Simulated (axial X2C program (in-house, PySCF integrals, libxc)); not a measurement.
Values are calculated unless marked as measured or tabulated.
**LiC: input and output of an EOM-EA-CCSD run**

Program: an axial X2C code built on PySCF integrals.

Input and command:
```json
{"zs": [6, 3], "q": 0, "bas": ["dyall-av3z", "dyall-acv3z"], "r0": 1.91, "eom": "ea", "thr": -2.0, "nmax": 92, "grid": [1, 0.96, 1.045, 0.92, 1.09, 1.15]}
```
```bash
python soeom.py task.json out
```

Keys: zs atomic numbers; q charge; bas basis sets; r0 starting distance in Å; eom kind of EOM run; thr threshold in hartree for freezing inner shells (an s shell follows its p shell); nmax most natural virtual spinors; grid distances as factors.

Output at R = 1.878 Å (near the PBE0 minimum at charge 0 of the determinant lowest at the starting distance; the state shown can have its own minimum elsewhere), reference LiC⁺:

```
two-component X2C + atomic mean field  HF
basis functions 109  fitting functions 502  grid points 4360
iter        total energy     max residual
   1        -44.872484124     3.81e-02
   2        -44.876322603     2.60e-03
   3        -44.876424347     3.89e-04
   4        -44.876428683     5.79e-05
   5        -44.876429045     4.46e-05
   6        -44.876429269     4.91e-05
   7        -44.876429087     4.50e-05
   8        -44.876428156     3.90e-06
   9        -44.876428149     5.51e-07
  10        -44.876428149     8.77e-08
converged
one-electron -67.98427094  Coulomb 24.75213158  exact exchange -6.71467393  xc functional 0.00000000  nuclear repulsion 5.07198605  atomic mean-field constant -0.00160090
correlated 4  virtual 200  natural virtual 92  E(MP2) -0.087159072  MP2 remainder -0.002552853
iter   CCSD correlation   residual
   1     -0.102381849   1.19e-01
   2     -0.112455230   6.89e-02
   3     -0.114511020   4.13e-02
   4     -0.116217776   2.96e-02
   5     -0.117277429   1.58e-02
   6     -0.117391095   4.73e-03
   7     -0.117487892   1.55e-03
   8     -0.117486536   5.94e-04
   9     -0.117483174   3.43e-04
  10     -0.117486451   3.08e-04
  11     -0.117478956   3.21e-04
  12     -0.117476205   2.55e-04
  13     -0.117484274   1.47e-04
  14     -0.117485347   8.19e-05
  15     -0.117485330   7.62e-05
  16     -0.117485597   7.10e-05
  17     -0.117485902   6.23e-05
  18     -0.117486326   4.80e-05
  19     -0.117486367   3.11e-05
  20     -0.117486023   1.28e-05
  21     -0.117485786   6.92e-06
  22     -0.117485500   4.66e-06
  23     -0.117485400   3.09e-06
  24     -0.117485376   2.87e-06
  25     -0.117485386   2.95e-06
(T) -0.003427329  T1 0.0119  D1 0.0148  max T2 0.183
EOM-EA-CCSD roots
2*Omega      energy/Eh   energy/eV  one-particle weight
    1      -0.26836818     -7.3027      0.909
    1      -0.25834630     -7.0300      0.000
    1      -0.18400038     -5.0069      0.002
    1      -0.17423776     -4.7413      0.000
    1      -0.16608201     -4.5193      0.985
    3      -0.26830418     -7.3009      0.909
    3      -0.25834555     -7.0299      0.000
    3      -0.19953707     -5.4297      0.000
    3      -0.16542782     -4.5015      0.000
    5      -0.19950523     -5.4288      0.000
    5      -0.16536401     -4.4998      0.000
    7      -0.10806396     -2.9406      0.000
```
T1 in the output is the amplitude norm over the root of the electron number; divide by √2 for the Lee–Taylor value.

Reference electrons by ω block (each with its −ω partner): 1/2: 4. Root energies count from the CCSD energy of the reference. The reference has large amplitudes (orbital relaxation or multireference character). Roots of positive energy are unbound. The reference need not be the lowest state of its species. All roots sought are printed; those with a small one-particle weight need a further excitation, are placed far too high, and may in truth lie low or lowest. Inner shells are frozen, and levels at this size can be off by some tenths of an eV.
